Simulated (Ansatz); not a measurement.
Density of states of Ga (I-43d, a = 5.987 Å, b = 5.987 Å, c = 5.987 Å, α = 90.00°, β = 90.00°, γ = 90.00°), in states per eV and primitive cell, averaged over bins of 0.5 eV. All numbers below come from DFT r2SCAN, scalar-relativistic, plane waves, PAW in Ansatz 0.2.0.

Plane waves to 500 eV, a k mesh through Γ of 8×8×8 on the computed 6-atom cell and Gaussian smearing (0.10 eV); no spin polarisation.

The cell is relaxed at this level. The states (both spins) are summed by tetrahedra on a 12×12×12 mesh at the self-consistent density. Energies are bin centres; the table starts no lower than −8 eV and ends at 6 eV, or lower where the solved bands end.

It is a metal at this level.

```csv
E − E_F (eV),total,Ga 4p,Ga 4s,Ga 3d
-7.80,1.31,0.71,0.58,0.01
-7.30,1.43,0.77,0.64,0.02
-6.80,1.47,0.77,0.68,0.02
-6.30,1.61,0.81,0.78,0.02
-5.80,1.90,0.87,1.00,0.02
-5.30,1.94,0.78,1.13,0.02
-4.80,1.13,0.52,0.59,0.01
-4.30,1.84,1.00,0.82,0.02
-3.80,2.00,1.14,0.84,0.02
-3.30,1.63,0.91,0.69,0.01
-2.80,1.87,1.33,0.51,0.01
-2.30,1.91,1.35,0.54,0.01
-1.80,2.19,1.57,0.58,0.02
-1.30,2.36,1.75,0.57,0.02
-0.80,2.14,1.67,0.43,0.01
-0.30,2.21,1.64,0.52,0.01
0.20,2.07,1.45,0.56,0.01
0.70,2.18,1.53,0.58,0.01
1.20,2.31,1.62,0.60,0.01
1.70,2.29,1.64,0.54,0.01
2.20,2.43,1.74,0.56,0.01
2.70,2.65,1.92,0.58,0.01
3.20,3.01,2.28,0.56,0.01
3.70,2.86,2.15,0.54,0.01
4.20,1.86,1.37,0.37,0.01
4.70,2.45,1.74,0.49,0.01
5.20,2.30,1.66,0.42,0.01
5.70,2.97,2.26,0.38,0.01
```

The columns after the total are the Löwdin projections on the occupied valence shells of the potentials. The rest of the total lies in shells that are empty in the free atom, which aren't projected, and between the atoms.

This form isn't the element's structure at ambient conditions.

Cost: 1 run of about 2.9 core-minutes, on Arm Neoverse V1 (shared hosts).